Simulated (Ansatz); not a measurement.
Input file:

```yaml
crystal:
  periodic: [false, false, false]
  atoms:
    - {symbol: Ga, position_ang: [0.000000, 0.000000, 0.000000]}
    - {symbol: H, position_ang: [0.652504, 0.664105, 1.353869]}
    - {symbol: H, position_ang: [-0.662515, -0.654094, 1.353881]}
    - {symbol: H, position_ang: [-0.654085, 0.652495, -1.358743]}
    - {symbol: H, position_ang: [0.664096, -0.662506, -1.349007]}
basis:
  gaussian: {orbitals: cc-pVDZ}
total_charge: 1
magnetization: {spin_polarized: true, initial_magnetization: 2}
correlation: {method: ccsdt_q, electrons: outside_noble_gas}
scf: {lower_state_search: light}
output: {forces: true}
```

```sh
$ ansatz run in.yaml --threads 1 --pin off --events-out ev --progress --plain --max-ram 2393MiB
```

Output:

```
947 factors; integrals over basis functions are off by at most 1.1e-7 eV
mean field evaluation 1: about -52382.8278 eV, gradient 7.2e0 eV
mean field evaluation 2: about -52382.8339 eV, gradient 7.2e0 eV
mean field evaluation 4: about -52383.5061 eV, gradient 7.5e-1 eV
mean field evaluation 8: about -52383.5188 eV, gradient 2.5e-3 eV
mean field evaluation 16: about -52383.5188 eV, gradient 2.3e-6 eV
mean field -52383.51876454 eV, -1925.0588077724 hartree, gradient 2.3e-6 eV, S^2 2.044174; 0 other end points of the search recorded, 0 dependent functions left out
14 core orbitals not correlated: weight in the atoms' cores, before any rotation towards them, 0.998 or more for the frozen orbitals, at most 0.001 for the correlated occupied ones
reference -52383.51876454 eV, -1925.0588077724 hartree; 4, 2 occupied and 29, 31 virtual orbitals, 947 factors
second order -1.74343121 eV of doubles, -0.00000000 eV of singles
cycle   1  -2.17579760 eV  change   -4.3e-1 eV  update   6.3e-2
cycle   2  -2.47888418 eV  change   -3.0e-1 eV  update   3.4e-2
cycle   3  -2.51424212 eV  change   -3.5e-2 eV  update   1.2e-2
cycle   4  -2.52221520 eV  change   -8.0e-3 eV  update   3.9e-3
cycle   5  -2.52242500 eV  change   -2.1e-4 eV  update   1.6e-3
cycle   6  -2.52252646 eV  change   -1.0e-4 eV  update   6.1e-4
cycle   7  -2.52298864 eV  change   -4.6e-4 eV  update   2.4e-4
cycle   8  -2.52299870 eV  change   -1.0e-5 eV  update   8.3e-5
cycle   9  -2.52293503 eV  change    6.4e-5 eV  update   2.9e-5
cycle  10  -2.52295145 eV  change   -1.6e-5 eV  update   1.1e-5
cycle  11  -2.52295055 eV  change    9.0e-7 eV  update   5.0e-6
cycle  12  -2.52295001 eV  change    5.4e-7 eV  update   2.0e-6
cycle  13  -2.52294862 eV  change    1.4e-6 eV  update   9.4e-7
cycle  14  -2.52294837 eV  change    2.6e-7 eV  update   1.9e-7
perturbative correction -0.00082525 eV, -0.0000303273 hartree
the calculation of the forces begins
Total energy: -52386.04253815 eV, -1925.1515547422 hartree
Atom 0 at     0.000000     0.000000     0.000000 Å, force     0.000000     0.000000     0.000000 eV/Å
Atom 1 at     0.652504     0.664105     1.353869 Å, force     0.118950     0.121084     0.249332 eV/Å
Atom 2 at    -0.662515    -0.654094     1.353881 Å, force    -0.120794    -0.119240     0.249334 eV/Å
Atom 3 at    -0.654085     0.652495    -1.358743 Å, force    -0.119239     0.118949    -0.250221 eV/Å
Atom 4 at     0.664096    -0.662506    -1.349007 Å, force     0.121082    -0.120792    -0.248446 eV/Å
Dipole moment:    -0.000000     0.000000    -0.000000 e Å
```

Forces (eV/Å):
```
Ga   0.000  0.000  0.000
H    0.119  0.121  0.249
H   -0.121 -0.119  0.249
H   -0.119  0.119 -0.250
H    0.121 -0.121 -0.248
```

Ran on 1 thread of Arm Neoverse V1, shared host: 29 s wall, 0.51 GiB peak host memory.
